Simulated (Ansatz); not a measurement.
Bulk modulus B0 (GPa) of solids drawn from the class of elemental solids other than molecular ones, at two levels: LDA in Ansatz (PAW), and PBEsol (Ansatz, a program for electronic structure, PAW).

| solid | LDA | PBEsol | shift (%) |
|---|---|---|---|
| fcc Pb | 52.2 | 47.2 | -9.6 |
| double-hcp La | 29.5 | 26.7 | -9.5 |
| body-centred tetragonal In | 49.8 | 44.9 | -9.8 |
| fcc Cu | 189 | 168 | -11.1 |
| fcc Ir | 405 | 386 | -4.7 |
| fcc Ag | 139 | 119 | -14.4 |
| bcc Rb | 3.58 | 2.95 | -17.6 |
| fcc Rh | 318 | 295 | -7.2 |
| hcp Y | 44.2 | 42.3 | -4.3 |
| hcp Sc | 61.6 | 57.2 | -7.1 |

The shifts run from -17.6 % to -4.3 %, with a median of -9.5 %.

Of 10 rows, PBEsol is the larger in 0 and the smaller in 10.

Ansatz's runs of these crystals have no spin polarisation.

Spin–orbit coupling is left out, also for the solids with elements from indium on (fcc Pb, double-hcp La, body-centred tetragonal In, fcc Ir); its size isn't shown.

In Ansatz's fits of the non-cubic solids, shape and atoms are relaxed at each volume.

Each level is taken at its own relaxed cell. Ansatz's density-functional and Hartree–Fock values are scalar-relativistic unless marked +SOC, with PAW data made under PBE.
